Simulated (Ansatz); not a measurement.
CH₄AlN, SMILES N=[CH][AlH2], an active-space calculation

With the Python package of Ansatz (0.2.0).

Notebook, run cell by cell (the value of a cell's last expression is shown):

**Cell 1**
```python
import ansatz as az
```

**Cell 2**
```python
BASIS = "6-31G*"
```

**Cell 3**
```python
GEOMETRY = """
N    -1.41990   -0.70040   -0.00890
C    -0.40080   -0.18780   -0.54440
Al    1.01830    0.47240    0.59980
H    -2.15940   -0.99110   -0.62080
H    -0.28050   -0.15260   -1.64010
H     0.88980    0.43180    2.20020
H     2.41370    1.05980   -0.03150
"""
```

**Cell 4**
```python
mol = az.Crystal.molecule()
for line in GEOMETRY.strip().splitlines():
    symbol, *xyz = line.split()
    mol = mol.atom(symbol, [float(v) for v in xyz])
```

**Cell 5**
```python
calculation = (
    mol.calculation()
    .basis(gaussian=BASIS)
    .correlation(active_electrons=4, active_orbitals=5)
)
for method in ["sc_nevpt2"]:
    data = (calculation if method is None else calculation.correlation(method)).run(threads=1).report
    space = data["configurations"]
    state = space["states"][0]
    print(method or "casscf", f"total {data['free_energy_ev'] / 27.211386246:.6f} Ha, active-space state {state['energy']['hartree']:.6f} Ha, mean field {data['reference_energy_ev'] / 27.211386246:.6f} Ha")
    print("  determinants", state["n_determinants"], " natural occupations", [round(n, 3) for n in space["natural_occupations"]])
```
Output:
```text
RunWarning: the results are in doubt because another end's mean lies 0.000 eV lower, and its corrected mean 0.002 eV higher
sc_nevpt2 total -336.820651 Ha, active-space state -336.558437 Ha, mean field -336.493113 Ha
  determinants 100  natural occupations [1.981, 1.928, 0.071, 0.018, 0.002]
```

Reading the output:
- Total energies depend on the basis set; only differences at equal settings carry meaning.
- Warnings are shown shortened and without file and line.
- The geometry is a force-field or estimated start, not a minimum of this method, and the basis set is short of its limit. The active space starts as a window about the frontier orbitals and is then optimised, not chosen by chemistry.
- A lower CASSCF solution was found and passed over, so the printed active-space state isn't the lowest.
- Finished in 5.4 s on 1 thread of Arm Neoverse V1 (shared host), peak memory 0.17 GiB.

(Lines on the test bed's own set-up are left out of the output.)
